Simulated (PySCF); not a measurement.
## Property card for `C[NH+]1CCCC1`

Species: C5H12N (charge +1).
Atom-mapped SMILES: `[CH3:1][NH+:2]1[CH2:3][CH2:4][CH2:5][CH2:6]1` (hydrogens: H7, H8, H9 on C1; H10 on N2; H11, H12 on C3; H13, H14 on C4; H15, H16 on C5; H17, H18 on C6)

**GFN2-xTB geometry**

```yaml
Rotational_constants_A_B_C_of_the_GFN2-xTB_geometry: 6.478, 3.061, 2.309 GHz
```

**CAM-B3LYP/def2-SVPD ground state and vertical TDDFT (core frozen in the response) (PySCF)**

```yaml
HOMO_energy: -15.36 eV
LUMO_energy: -3.45 eV
HOMO–LUMO_gap: 11.91 eV
Lowest_singlet_excitation: 8.85 eV (140 nm, f = 0.001)
Lowest_triplet_excitation_Tamm–Dancoff: 8.66 eV
Static_isotropic_polarisability: 59.1 au
Electronic_spatial_extent_⟨r²⟩_about_the_centre_of_nuclear_charge: 594 bohr²
```

Monoisotopic mass of the ion (most abundant isotopes, electron mass counted): 86.0964 u.

No computed singlet falls in the visible range (750 to 380 nm, 1.65 to 3.26 eV); S1 lies 5.59 eV above its blue end. S1 lies 3.06 eV below the HOMO–LUMO gap; its leading configuration is HOMO→LUMO, weight 0.92. The largest Löwdin shares of the LUMO are 0.26 on H10, 0.11 on N2 and 0.10 on C1. With B = h/(8π²I), that is 505.379 GHz u Å² over I, the principal moments of inertia are 78.0, 165.1 and 218.9 u Å² (most abundant isotopes). In wavenumbers S1 is 71400 cm⁻¹ (1 eV = 8065.54 cm⁻¹). The rotational constants make it an asymmetric top with κ = (2B − A − C)/(A − C) = -0.64, nearer the prolate limit (−1).

The structure is a single GFN2-xTB conformer in the gas phase; no vibrational or solvent corrections.

For the TDDFT job (CAM-B3LYP/def2-SVPD), on one thread, Arm Neoverse V1 (aarch64), on a shared host, this took 45 s wall and 0.98 GiB of memory at its peak.
